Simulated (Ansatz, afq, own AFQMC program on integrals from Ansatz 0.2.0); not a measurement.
AFQMC, coupled cluster and functionals along a coordinate of AlPH, doublet

```xyz
3

Al    0.0000    0.0000    0.1876
P     0.0000    0.0000   -1.9566
H     0.0000    0.0000    1.7690
```

The Al1–P2 distance is changed with both sides rigid. Energies in eV count from this geometry (2.144 Å) at the same level; the start stands on UHF, each point on the determinant named.

Basis 6-31G. Only valence electrons are correlated. Integrals, coupled cluster, full CI and functionals: Ansatz 0.2.0; the random walks run on the same integrals in our own AFQMC program. The CISD trial takes its coefficients from CCSD amplitudes. Released means that phaseless walkers are propagated on without the constraint, phases kept. ± is one standard error of the sampling.

Cautions, each for one point or more: CCSDT(Q) on the UHF determinant differs, perhaps since the unrestricted series falls towards higher spin; a spin-contaminated unrestricted determinant lies lower; a state of higher spin lies lower; cluster runs in doubt by the program's own checks; full CI with its own frozen core; strong correlation; the next higher spin lies close; the ph-AFQMC/CISD walk drifts between its halves; unrestricted determinant spin contaminated.

```
r(Al1–P2) / Å  det.     T1  weight  ⟨S²⟩  CCSD(T)   ph-AFQMC/CISD     FCI  CCSDT(Q)   B3LYP  wB97M-V
        1.954   UHF  0.029    0.90  0.78    0.833   0.844 ± 0.005   0.846     0.848   0.711    0.649
        2.362   UHF  0.091    0.75  1.29   -0.045  -0.057 ± 0.005  -0.068    -0.071   0.058    0.129
        2.969   UHF  0.128    0.59  2.25    1.196   1.155 ± 0.006   1.135     1.152  1.509§    1.681
        3.994  ROHF  0.045    0.73  pure    2.593   2.651 ± 0.005   2.351         –  2.296§   2.435§
        5.895  ROHF  0.010    0.69  pure    2.786   2.849 ± 0.005   2.494     2.788  2.390§   2.522§
```

Weight is that of the determinant in the CISD state; at the start T1 is 0.052 and the weight 0.86, and ⟨S²⟩ is 0.91. A dash marks a missing value, a released energy that hasn't settled or a functional that sits on another state. § marks a functional whose ⟨S²⟩ is too high by over 0.1. Largest departures from full CI: CCSD(T) 0.292 eV at 5.895 (on ROHF), ph-AFQMC/CISD 0.355 eV at 5.895 (on ROHF), CCSDT(Q) 0.293 eV at 5.895 (on ROHF), B3LYP -0.135 eV at 1.954, wB97M-V 0.546 eV at 2.969. Functionals count only at points shown to share the start's state and spin. In this small basis the wave-function levels are far from their limit, so their gap to the functionals isn't the functionals' error.

Some points may be missing: those where a free walk finds a much lower state, and past Zn most of those on another determinant than at the start.

CCSDT and higher add their correlation energy to the determinant of the CCSD(T) run, since their own runs factorise the integrals more tightly (a shift of under 2 meV). A walk keeps the symmetry of its determinant, which the program's search chose and which needn't be the lowest solution, so a lower state of the same spin and another symmetry isn't excluded.
